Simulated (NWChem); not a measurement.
System: hydrogen fluoride (HF); SMILES F

Program: NWChem. Pople sets run with spherical d functions. All runs use the structure optimised with PBE-D3(BJ)/def2-SVP. Static field.

Problem. Taking CAM-B3LYP/aug-cc-pVTZ as the yardstick, which of these has the fewest basis functions while keeping “isotropic polarisability (bohr³)” within 2 % of it: CAM-B3LYP/Sadlej pVTZ; CAM-B3LYP/def2-TZVP; CAM-B3LYP/aug-cc-pVDZ; CAM-B3LYP/def2-TZVPD; CAM-B3LYP/6-31G*; CAM-B3LYP/d-aug-cc-pVDZ; CAM-B3LYP/def2-SVP; CAM-B3LYP/def2-SVPD; CAM-B3LYP/6-31+G*?

Solution. CAM-B3LYP/def2-SVPD (a larger set in the list lies outside the tolerance).
| level | basis functions | isotropic polarisability (bohr³) |
|---|---|---|
| CAM-B3LYP/6-31G* | 16 | 2.7 |
| CAM-B3LYP/def2-SVP | 19 | 2.6 |
| CAM-B3LYP/6-31+G* | 20 | 3.8 |
| CAM-B3LYP/def2-SVPD | 31 | 5.6 |
| CAM-B3LYP/aug-cc-pVDZ | 32 | 5.2 |
| CAM-B3LYP/Sadlej pVTZ | 33 | 5.8 |
| CAM-B3LYP/def2-TZVP | 37 | 3.5 |
| CAM-B3LYP/d-aug-cc-pVDZ | 45 | 5.9 |
| CAM-B3LYP/def2-TZVPD | 49 | 5.7 |
| CAM-B3LYP/aug-cc-pVTZ | 69 | 5.6 |

The yardstick is one finite set, not the basis-set limit.
